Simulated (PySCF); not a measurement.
Bonds broken one at a time in the series Sn SiH3-H. All species are isolated molecules in the gas phase. Strings in code marks are SMILES.

The numbers are results of r2SCAN-D4/def2-TZVP // r2SCAN-D4/def2-SVP (PySCF 2.14.0), not measurements. 

```csv
species,dipole moment (D)
radical fragment (`[SiH3]`),0.05
whole molecule (`[SiH3][SnH]([SiH3])[SiH3]`),0.02
radical fragment (`[SiH3][SnH][SiH3]`),0.23
whole molecule (`[SiH3][SnH2][SiH3]`),0.15
radical fragment (`[SiH3][SnH2]`),[?]
whole molecule (`[SiH3][SnH3]`),0.25
radical fragment (`[SnH3]`),0.34
whole molecule (`[SnH4]`),[?]
```

Q: Some entries are withheld; supply them.

A: 
- radical fragment (`[SiH3][SnH2]`), dipole moment (D): 0.36
- whole molecule (`[SnH4]`), dipole moment (D): 0.00
